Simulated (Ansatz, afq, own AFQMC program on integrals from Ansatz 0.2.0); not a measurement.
# YClO, triplet → YClO⁺, doublet

```tsv
atom	x (Å)	y (Å)	z (Å)
Y	0.0000	-0.3408	-0.4244
O	0.0000	1.1295	-1.8562
Cl	0.0000	0.3450	1.9018
```

Connectivity, by distances: O–Y–Cl.

E(doublet, charge +1) − E(triplet, charge +0) at this geometry, on UHF and UHF determinants.

Basis def2-SVP with its core potentials. Noble-gas cores (and the filled d shells of Ga–Kr and In–Xe) are frozen. AFQMC by an in-house program on the Cholesky factors that Ansatz 0.2.0 writes for its CCSD(T) run. The CISD trial takes its coefficients from CCSD amplitudes. Released means that phaseless walkers are propagated on without the constraint, phases kept. ± is one standard error of the sampling. No spin–orbit coupling. The metal's outer-core s and p shells are frozen, which shifts wave-function levels against functionals. The errors of all members are added in quadrature.

No full CI on the walks' own integrals is used here; CCSDT(Q) serves as the reference and is uncertain by about the last step of the cluster series. Each member takes its own surest rung, up to full CI.

Errors are counted within def2-SVP, not against nature.

Cautions: no spin-orbit coupling; outer-core shells of the metal frozen; YClO (triplet): lower spins were not checked, higher spins were not checked, the released energies are still falling, so no released level is given (meV from the phaseless value at times in 1/Eh: -10 ± 7 at 0.24, -11 ± 4 at 0.60, -21 ± 8 at 1.20, -26 ± 7 at 1.80, -34 ± 15 at 2.60), though the last usable value meets CCSDT(Q) within the noise, its ph-AFQMC/CISD value lies 16 ± 6 meV above CCSDT(Q).

| level | vertical ionization energy (eV) |
| --- | --- |
| MP2 | 6.126 |
| CCSD | 6.190 |

(1) From these cheaper values, estimate the vertical ionization energy at the reference level in def2-SVP.

(1) 6.145 eV (CCSDT(Q) in def2-SVP).

```json
{"level": "HF", "vertical ionization energy (eV)": "6.237", "error against CCSDT(Q) (eV)": "0.092"}
{"level": "CCSD(T)", "vertical ionization energy (eV)": "6.151", "error against CCSDT(Q) (eV)": "0.006"}
{"level": "CCSDT", "vertical ionization energy (eV)": "6.151", "error against CCSDT(Q) (eV)": "0.006"}
{"level": "ph-AFQMC/CISD", "vertical ionization energy (eV)": "6.142 ± 0.007", "error against CCSDT(Q) (eV)": "-0.004 ± 0.007"}
```

Correlation beyond CCSD(T) takes off 0.006 eV. The perturbative (T) step is worth −0.039 eV.

A walk keeps the symmetry of its determinant, which the program's search chose and which needn't be the lowest solution, so a lower state of the same spin and another symmetry isn't excluded.
